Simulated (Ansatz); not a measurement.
## H$_{2}$B–BeH, singlet in cc-pVDZ: errors against RCCSDT(Q)

Geometry: a point of a stretch scan, not a stationary point.

```xyz
5

B     0.0000    0.0000    1.1323
Be    0.0000    0.0000   -1.4477
H     0.0000    1.0032    1.7942
H     0.0000   -1.0032    1.7942
H     0.0000    0.0000   -2.7889
```

Basis cc-pVDZ; Ansatz 0.2.0. Only valence electrons are correlated (noble-gas cores frozen), which leaves 8 electrons in 41 orbitals. Prefix R: restricted or restricted open-shell reference. Active spaces: pair = (2e, 2o) about the gap.

Full CI isn't at hand for all of this; RCCSDT(Q) serves as the reference, and is uncertain by about the last step of the cluster series.

```
UHF ⟨S²⟩                          : 0.000
T1 diagnostic (RCCSD)             : 0.0092
largest doubles amplitude (RCCSD) : 0.094
```

```csv
level,E − E(RHF) (eV)
RMP2,-3.3389
RCCSD,-4.2738
RCCSD(T),-4.3615
```

Q: Estimate how far RCCSDT(Q) in cc-pVDZ lies from RCCSD(T). The table doesn't fix it; the size of (T) and the diagnostics are the guide.

A: RCCSDT(Q) in cc-pVDZ lies 0.99 mEh below RCCSD(T), which is 31 % of the (T) step (-3.22 mEh). The diagnostics give no warning, yet the rest is a sizeable part of (T).

The other levels:

```
                level  E − E(RCCSDT(Q)) (mEh)  share of correlation (%)  wall time
                 CISD                   13.71                     91.50     0.78 s
              BCCD(T)                    0.99                     99.39     0.48 s
               RCCSDT                    0.14                     99.91          –
  CASSCF (pair space)                  140.28                     13.02          –
  NEVPT2 (pair space)                   35.90                     77.74     0.36 s
  MRCISD (pair space)                    9.94                     93.83          –
MRCISD+Q (pair space)                   -0.11                    100.07     0.57 s
```

The correlation energy at RCCSDT(Q), counted from RHF, is -4.389 eV. That run took 5.5 s on 1 thread of Arm Neoverse V1, shared host.

Times hold each run's SCF and search for its determinant on a shared host, so for small cases they say little of a method's own cost; they ran on 1 thread of Arm Neoverse V1.
